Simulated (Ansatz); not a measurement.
Process, species as SMILES: FCF [difluoromethane] -> FCF as doublet, charge +1 + e-

Quantity: adiabatic ionisation energy (0 K, with zero-point energies), in eV. Terms: open shells spin-unrestricted; non-relativistic; no spin-orbit coupling; LANL2DZ all-electron up to Ne; 6-31G* and kin with 6d, 5d where marked; no dispersion term unless named; 6-311+G** with 5d. First-principles rows: single points at B3LYP-D3(BJ) geometries (Ansatz, a program for electronic structure), with unscaled harmonic terms from B3LYP/6-31G* at its own minima. The spin state of an ion or metal species was assumed, not searched.

| level | program | adiabatic ionisation energy (0 K, with zero-point energies) (eV) |
|---|---|---|
| B3LYP/STO-3G | Ansatz | 9.58 |
| B3LYP/3-21G | Ansatz | 12.18 |
| B3LYP/LANL2DZ | Ansatz | 12.99 |
| B3LYP/6-31G | Ansatz | 12.71 |
| B3LYP/6-31G* | Ansatz | 12.10 |
| B3LYP/6-31+G* | Ansatz | 12.55 |
| B3LYP/6-31G** | Ansatz | 12.06 |
| B3LYP/def2-SVP | Ansatz | 12.11 |
| B3LYP/cc-pVDZ | Ansatz | 12.05 |
| B3LYP/6-311+G** | Ansatz | 12.50 |
| B3LYP/def2-TZVPD | Ansatz | 12.39 |

No value to compare with is used here. The 10 habitual levels span 9.58 (B3LYP/STO-3G) to 12.99 eV (B3LYP/LANL2DZ); B3LYP/def2-TZVPD gives 12.39.

The sets are all those run for this method; runs whose electronic state is in doubt are left out.
